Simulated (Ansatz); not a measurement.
Geometry optimisation, RKS B3LYP/def2-SVP in Ansatz 0.2.0.

Input file:

```yaml
crystal:
  periodic: [false, false, false]
  atoms:
    - { symbol: B, position_ang: [0.011849, 0.460124, -0.372556] }
    - { symbol: Cl, position_ang: [0.07836, -0.010578, 2.651991] }
    - { symbol: C, position_ang: [1.421241, 0.009306, -0.853232] }
    - { symbol: H, position_ang: [1.556128, -1.080423, -0.93183] }
    - { symbol: H, position_ang: [1.481301, 0.403572, -1.891715] }
    - { symbol: H, position_ang: [2.26648, 0.459242, -0.308013] }
    - { symbol: H, position_ang: [-0.978445, -0.198054, -0.574365] }
    - { symbol: H, position_ang: [-0.141768, 1.558573, 0.09051] }
    - { symbol: H, position_ang: [-0.094246, 1.068339, 1.884709] }
basis:
  gaussian: { orbitals: def2-SVP }
hamiltonian:
  xc: b3lyp
relax:
  f_tol: 0.03
  max_steps: 50
output:
  orbitals: {}
```

Launched with:

```bash
$ ansatz run input.yaml --threads 1 --pin off --max-ram 2048MiB --backend cpu --events-out ev --progress --plain --runs-dir out
```

Problem. Where does it end, and by what steps?

Solution. It converged. After 13 steps the energy has fallen by 0.039 eV; H9 moved furthest, 0.67 Å.

| step | energy less start (eV) | largest force component (eV/Å) | accepted |
| --- | --- | --- | --- |
| 0 | 0.0000 | 0.836 | yes |
| 1 | -0.0192 | 0.442 | yes |
| 2 | -0.0247 | 0.319 | yes |
| 3 | -0.0282 | 0.115 | yes |
| 4 | -0.0287 | 0.041 | yes |
| 5 | -0.0297 | 0.041 | yes |
| 6 | -0.0300 | 0.231 | yes |
| 7 | -0.0318 | 0.197 | yes |
| 8 | -0.0335 | 0.354 | yes |
| 9 | -0.0377 | 0.091 | yes |
| 10 | -0.0375 | 0.141 | no |
| 11 | -0.0383 | 0.062 | yes |
| 12 | -0.0388 | 0.088 | yes |
| 13 | -0.0393 | 0.015 | yes |

```xyz
9
Properties=species:S:1:pos:R:3
B 0.040 0.495 -0.440
Cl 0.117 -0.082 2.458
C 1.445 -0.007 -0.900
H 1.582 -1.099 -0.863
H 1.488 0.272 -1.976
H 2.298 0.496 -0.419
H -0.946 -0.191 -0.579
H -0.120 1.647 -0.102
H -0.302 1.139 2.516
```

Time of the run: 34 s on 1 thread of Arm Neoverse V2, with other jobs on the host, peak memory 0.16 GiB.
